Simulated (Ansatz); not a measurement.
The cluster B₃⁻, relaxed as a singlet with RKS PBE-D4/def2-TZVPD in Ansatz, starting from the GFN2-xTB geometry. Force threshold 0.02 eV/Å.

The highest occupied level of the charge -1 singlet lies above zero (up to 0.03 eV). By energy differences its removal costs 2.63 eV (vertical, to the charge 0 doublet, at PBE-D4/def2-TZVPD); a positive level beside a positive removal energy at the same level points to self-interaction error. The structure comes from a short search, and lower isomers may exist.

Start:

```xyz
3

B    -0.7899   -0.4014    0.1053
B     0.1791    0.4412   -0.7563
B     0.6108   -0.0398    0.6510
```

(1) Estimate the energy that the relaxation releases and the steps that it takes.

(2) Does the start keep its bonding and symmetry?

(3) Predict the relaxed structure.

Results:

(1) 0.00 eV, in 3 steps; 1.2 s on 4 threads of AMD EPYC 7R43 on a shared host. No frequencies were taken in this run, so the end may be a saddle point.

(2) By distances, no bond broke or formed. The bond that changes most is B1–B3, from 1.55 to 1.55 Å (atoms count from 1). Point group D3h at the start, D3h at the end, both within 0.05 Å.

(3) 
Cartesian coordinates in Å:
```
B -0.792 -0.403 0.106
B 0.180 0.442 -0.757
B 0.612 -0.039 0.651
```
Bond lengths: 3 × B–B 1.55 Å.
